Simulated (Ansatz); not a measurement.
We consider double-hcp La, described by PBE (Ansatz, a quantum-chemistry and plane-wave program, PAW).

Settings: plane-wave cutoff 500 eV, 24×24×6 k mesh (along the axes of the cell as run), Fermi–Dirac smearing 0.1 eV, scalar-relativistic PAW data made under PBE.

Computed at the level's own relaxed cell.

### Question
Predict the volume per atom, lattice constant a and lattice parameter c.

### Answer

* **volume per atom**: 37.26 Å³/atom
* **lattice constant a**: 3.769 Å
* **lattice parameter c**: 12.113 Å

Measured, for comparison: lattice constant a 3.774 Å, lattice parameter c 12.171 Å (293 K, no zero-point or thermal correction; as tabulated in Wikipedia's data pages). Computed (rounded) less measured: lattice constant a -0.1 %, lattice parameter c -0.5 %. A static lattice is as a rule a little smaller and stiffer than an uncorrected measurement, which narrows the difference in the lattice parameter c and would widen misses of the other sign.

Spin–orbit coupling is not included.

The result took very roughly 7 core-minutes.
